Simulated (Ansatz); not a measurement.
A made-up structure of C₂H₃S (charge -1), closed shell:

C1  (0.001, -0.966, 0.403)
C2  (0.227, 0.464, 0.096)
S3  (-1.544, 0.085, -0.055)
H4  (0.191, -1.525, -0.531)
H5  (0.527, -1.752, 0.880)
H6  (0.440, 1.139, 0.927)
(Å)

It is relaxed with PBE-D4/def2-SVPD and then PBE0-D4/def2-TZVPD (Ansatz 0.2.0). Atoms count as bonded within 1.22 times the sum of their covalent radii (H–H: 0.88 Å). The end point is not checked to be a true minimum.

Does its bonding change? (A judgement: the text doesn't fix the answer.)

The calculation gives: No: no bond forms or breaks.

Where it ends: The first stage lowers the energy by 1.48 eV in 9 steps. It ends as C₂H₃S ([CH]1[CH2][S]1), total charge -1:
| atom | x (Å) | y (Å) | z (Å) |
| --- | --- | --- | --- |
| C1 | 0.0803 | -0.9258 | 0.1667 |
| C2 | 0.2929 | 0.5291 | 0.0022 |
| S3 | -1.5266 | -0.0788 | 0.1365 |
| H4 | 0.2312 | -1.5674 | -0.7037 |
| H5 | 0.2843 | -1.4499 | 1.1084 |
| H6 | 0.4795 | 0.9393 | 1.0111 |

Labels in which every atom is bracketed show which atoms are joined, not bond orders.

For scale, one of the runs: PBE0-D4/def2-TZVPD relaxation, 147 basis functions, launched by `ansatz run in.yaml --threads 2 --pin off --events-out ev --progress --plain --max-ram 4352MiB`. The run took about 24 s on 2 CPU threads of an Intel Xeon Platinum 8375C (shared host).
